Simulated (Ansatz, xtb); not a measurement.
## Ranking isomers of CH3NSi+

6 gas-phase structures of CH3NSi+, found in a search over its isomers (lower ones may exist). Each was relaxed with GFN2-xTB:

A. the doublet with the links of `[CH2][Si]#[NH+]`
B. a doublet given by its coordinates
C. the doublet with the links of `C#[N+][SiH2]`
D. the doublet with the links of `C=[N+]=[SiH]`
E. a doublet given by its coordinates
F. the doublet with the links of `[NH+]#C[SiH2]`

B (Å):

```yaml
atoms:
  - { symbol: C, position_ang: [0.4079, 0.8838, 1.4807] }
  - { symbol: N, position_ang: [0.0878, 2.1467, 1.6813] }
  - { symbol: Si, position_ang: [0.8172, 3.3814, 2.7004] }
  - { symbol: H, position_ang: [1.2540, 0.4548, 1.9904] }
  - { symbol: H, position_ang: [-0.1663, 0.2701, 0.8068] }
  - { symbol: H, position_ang: [-0.7295, 2.4576, 1.1464] }
```

Close contacts (Å): C1–N2 1.32, N2–Si3 1.76, C1–H4 1.08, C1–H5 1.08, N2–H6 1.03.

E (Å):

```xyz
6

C     0.6172    1.2809    1.9205
N    -0.3140    1.8288    1.0775
Si   -1.1529    3.0913    0.4741
H     0.6163    0.1958    1.6983
H     1.6419    1.6246    1.7277
H     0.3555    1.3672    2.9833
```

Close contacts (Å): C1–N2 1.37, N2–Si3 1.63, C1–H4 1.11, C1–H5 1.10, C1–H6 1.10.

Which do you expect lowest at r2SCAN-D4/def2-SVP, and how would the others follow?

Calculated order at r2SCAN-D4/def2-SVP: B (0.000), C (0.453), F (0.559), D (0.560), E (0.662), A (1.755) eV. Less than 1 kcal/mol parts F and D, so the order within that pair means little.

Energies above the lowest of each column, in eV; the last columns are at B3LYP-D3(BJ)/def2-SVP geometries and were run for some of them only (a dash: not run or not comparable):

```tsv
structure	GFN2-xTB	HF/STO-3G	r2SCAN-D4/def2-SVP	B3LYP-D3(BJ)/def2-SVP	CCSD(T)/def2-TZVP
B	0.000	0.000	0.000	0.000	0.024
C	0.233	1.305	0.453	0.298	0.000
F	0.705	1.837	0.559	0.527	–
D	0.123	1.389	0.560	0.478	–
E	0.113	0.260	0.662	0.568	–
A	0.820	2.806	1.755	–	–
```

CCSD(T)/def2-TZVP has B and C within 1 kcal/mol of each other at the bottom, and every level picks one of them. CCSD(T)/def2-TZVP orders those it was run on as C (0.000), B (0.024) eV. Less than 1 kcal/mol parts C and B, so the order within that pair means little. Some further structures that were screened fall inside this span and aren't listed. Frequencies (B3LYP-D3(BJ)/def2-SVP) were run for B, C alone. Open shells are spin-unrestricted, some with notable spin contamination.

Over these structures GFN2-xTB departs from r2SCAN-D4/def2-SVP by 0.308 eV on average once a common shift is removed. A GFN2-xTB relaxation took about 0.25 s and the r2SCAN-D4/def2-SVP energy about 5.1 s on a shared host (Ansatz 0.2.0, xtb 6.7.1).
